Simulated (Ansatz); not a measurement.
# C₂HNOS: basis-set convergence

An exercise on one series of results from a longer session: the logs are not shown, and one member is left open.

The runs use Ansatz 0.2.0, Gaussian basis; one geometry, several basis sets.

Levels to be run: PBE0-D4/def2-SVP; ωB97M-V/def2-SVP; PBE0-D4/def2-QZVPP; ωB97M-V/def2-QZVPP; the functionals' def2-TZVPP values are taken from earlier runs.

### Structure used throughout

The geometry comes from an earlier relaxation with PBE0-D4 in a triple-zeta def2 set; it is a stationary point.

6 atoms, charge 0, spin multiplicity 1.

Atoms are counted from 1 here; the program's logs count them from 0.

Bond lengths: S1–C2 1.551 Å, C2–N3 1.206 Å, N3–C4 1.395 Å, C4–O5 1.194 Å, C4–H6 1.097 Å. Angles: S1–C2–N3 175.5°, C2–N3–C4 138.4°, N3–C4–O5 124.2°, N3–C4–H6 111.7°, O5–C4–H6 124.1°.

The first run:

in.yaml reads:

```yaml
crystal:
  periodic: [false, false, false]
  atoms:
    - {symbol: S, position_ang: [-0.364529, -2.776597, -0.501602]}
    - {symbol: C, position_ang: [-0.408850, -1.242442, -0.280748]}
    - {symbol: N, position_ang: [-0.535903, -0.052917, -0.129197]}
    - {symbol: C, position_ang: [0.255318, 1.046395, 0.203626]}
    - {symbol: O, position_ang: [1.423529, 0.985507, 0.443013]}
    - {symbol: H, position_ang: [-0.327564, 1.976053, 0.218806]}
basis:
  gaussian: {orbitals: def2-SVP}
hamiltonian: {xc: pbe0, dispersion: d4}
output: {orbitals: {seedname: orbitals}}
```

Started as:

```bash
$ ansatz run in.yaml --threads 2 --pin off --events-out ev --progress --plain --max-ram 4352MiB
```

Among the steps run: PBE0-D4 in def2-SVP; ωB97M-V in def2-SVP; PBE0-D4 in def2-QZVPP; ωB97M-V in def2-QZVPP.

One of the session's tables, all rows but one given; the rest of the session is left out.

It belongs to the step «Functionals by basis». 

| functional | basis | HOMO (eV) | LUMO (eV) |
| --- | --- | --- | --- |
| PBE0-D4 | def2-SVP | -8.12 | -2.06 |
| PBE0-D4 | def2-TZVPP | -8.20 | -2.25 |
| PBE0-D4 | def2-QZVPP | ? | ? |
| ωB97M-V | def2-SVP | -10.07 | 0.19 |
| ωB97M-V | def2-TZVPP | -10.19 | -0.08 |
| ωB97M-V | def2-QZVPP | -10.23 | -0.15 |

Q: Estimate the row for PBE0-D4, def2-QZVPP from the others.

**Answer.** HOMO (eV): -8.23; LUMO (eV): -2.30. In the column «HOMO (eV)» it lies between ωB97M-V, def2-SVP (-10.07) and PBE0-D4, def2-TZVPP (-8.20).
